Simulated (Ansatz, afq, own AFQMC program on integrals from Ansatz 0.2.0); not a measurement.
Two steps: Ansatz 0.2.0 writes the Fock matrix and Cholesky factors of the valence space, and afq projects on them the lowest state that overlaps trial and start.

```yaml
crystal:
  periodic: [false, false, false]
  atoms:
    - {symbol: C, position_ang: [0.902615, -1.868096, -0.164030]}
    - {symbol: C, position_ang: [1.200302, -0.450992, -0.673853]}
    - {symbol: B, position_ang: [-0.127511, 0.383850, -0.886738]}
    - {symbol: S, position_ang: [-0.825698, 0.310812, -2.546826]}
    - {symbol: C, position_ang: [-0.793330, 1.261721, 0.244832]}
    - {symbol: C, position_ang: [-0.627934, 0.791843, 1.688091]}
    - {symbol: H, position_ang: [1.829695, -2.440679, -0.003281]}
    - {symbol: H, position_ang: [0.287735, -2.430425, -0.883928]}
    - {symbol: H, position_ang: [0.356689, -1.855443, 0.792085]}
    - {symbol: H, position_ang: [1.849111, 0.067879, 0.053821]}
    - {symbol: H, position_ang: [1.777476, -0.521527, -1.611264]}
    - {symbol: H, position_ang: [-1.945594, 1.040228, -2.342340]}
    - {symbol: H, position_ang: [-0.290961, 2.245489, 0.127458]}
    - {symbol: H, position_ang: [-1.855443, 1.466703, 0.027230]}
    - {symbol: H, position_ang: [-1.010879, 1.535001, 2.404741]}
    - {symbol: H, position_ang: [-1.173405, -0.146956, 1.872686]}
    - {symbol: H, position_ang: [0.428232, 0.610091, 1.941516]}
basis:
  gaussian: {orbitals: def2-SVP}
magnetization: {spin_polarized: false}
correlation: {method: ccsd_t, electrons: outside_noble_gas, hamiltonian_folder: ham}
```

```sh
$ ansatz run in.yaml --threads 1 --pin off --events-out ev --progress --plain --max-ram 16896MiB --backend cuda --devices 0, --max-vram 18GiB
```

Options of the walk:

```
--method phaseless --trial cisd --walkers 900 --populations 20 --least-time 60 --time-step 0.005 --steps-per-block 50 --equilibration-blocks 28 --max-blocks 4000 --target-error 0.00036 --factor-cut 1e-05 --seed 1629 --release-times 0.21,0.42,0.63,0.9 --release-step 0.03 --release-every 5 --taylor-order 6
```

Times are imaginary, in 1/Eh. The walk had a cap of 348 s. With eight or more populations the least sampling time is a fifth of least-time, and the error comes from their spread.

Log:

```
orbitals 133  electrons 18 18  factors 1162 of 1465
reference energy -579.88094671 Eh
CCSD correlation -0.87975637 Eh in 10 cycles, weight of the determinant in the CISD state 0.7325
energy of the start -580.760704 Eh
 block  time / (1/Eh)  mean weight  energy / Eh
     1     0.250  1.0009  -580.710272
     2     0.500  0.9986  -580.731479
     3     0.750  0.9993  -580.749614
     4     1.000  0.9997  -580.760552
     5     1.250  1.0002  -580.771426
     8     2.000  0.9994  -580.787349
    11     2.750  0.9999  -580.788265
    26     6.500  0.9991  -580.786677
    41    10.250  0.9999  -580.791870
    56    14.000  0.9987  -580.794735
    71    17.750  0.9998  -580.793808
    86    21.500  0.9994  -580.793708
   101    25.250  0.9972  -580.793258
   116    29.000  1.0008  -580.791531
   131    32.750  0.9987  -580.793349
   146    36.500  1.0008  -580.795822
   161    40.250  1.0013  -580.789672
   171    42.750  0.9992  -580.783968
   176    44.000  0.9997  -580.798069
   191    47.750  1.0005  -580.788869
   206    51.500  1.0011  -580.790555
   211    52.750  1.0007  -580.791876
error from the spread of 20 populations
released: time / (1/Eh)  energy / Eh  error  mean overlap
  0.21  -580.790511  0.000688  0.9972
  0.42  -580.791198  0.000823  0.9918
  0.63  -580.792113  0.001031  0.9776
  0.90  -580.791187  0.001277  0.9857
energy -580.790889 +/- 0.000655 Eh
(rows thinned)
```

The run passed its tests (sampling time, drift between the halves within three errors, error under three times the target), which doesn't prove that it has relaxed, ending at its cap on processor time.

Against this walk (error 17.8 meV) on the same determinant: CCSD(T) 84.8 meV higher. The error is statistical and leaves out the bias of the constraint. None of these is a sure reference here. Released to 0.90 1/Eh the energy moves by -8 ± 39 meV (both errors), within twice the noise.

Cautions: constraint bias not in the error; error above the target (17.8 against 9.8 meV).

The walk took 5.8 min on 1 × NVIDIA H100 80GB HBM3 with 2 threads of AMD EPYC 7R13 Processor (Zen 3), on a shared host (the card was shared). The log's last line is the phaseless energy.
